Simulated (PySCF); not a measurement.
Cyanide, CN (charge -1).
Z-matrix (Å and degrees, PBE0-D3(BJ)/def2-SVP geometry), rows numbered from 1:
```
C 
N   1  1.1780
```

The closed-shell ground state was solved at several levels (PySCF, density fitting, gas phase, non-relativistic). The geometry's basis has no diffuse functions, a weakness for an anion. Where the HOMO energy is positive, the finite basis confines the outermost electrons. No diffuse functions stand in pcJ-1, pcSseg-1 and pcSseg-2, which bears on an anion's orbital energies.

```json
{"level": "PBE0/pcSseg-1", "basis functions": "34", "HOMO (eV)": "-0.53", "LUMO (eV)": "8.99", "gap (eV)": "9.52"}
{"level": "B3LYP/def2-SVPD", "basis functions": "40", "HOMO (eV)": "-0.89", "LUMO (eV)": "7.59", "gap (eV)": "8.48"}
{"level": "B3LYP/pcJ-1", "basis functions": "54", "HOMO (eV)": "-0.17", "LUMO (eV)": "8.79", "gap (eV)": "8.96"}
```

Q: What might PBE/pcSseg-2 (72 basis functions) give for the same quantities?

A: HOMO 0.33 eV, LUMO 6.82 eV, gap 6.49 eV.

Q: Over all these levels, which gives the widest orbital gap and which the narrowest?

A: PBE0/pcSseg-1 (global hybrid, 25 % exact exchange) has the widest, 9.52 eV, and PBE/pcSseg-2 (GGA) the narrowest, 6.49 eV. Functional and basis both differ between the two, so the spread mixes both effects.
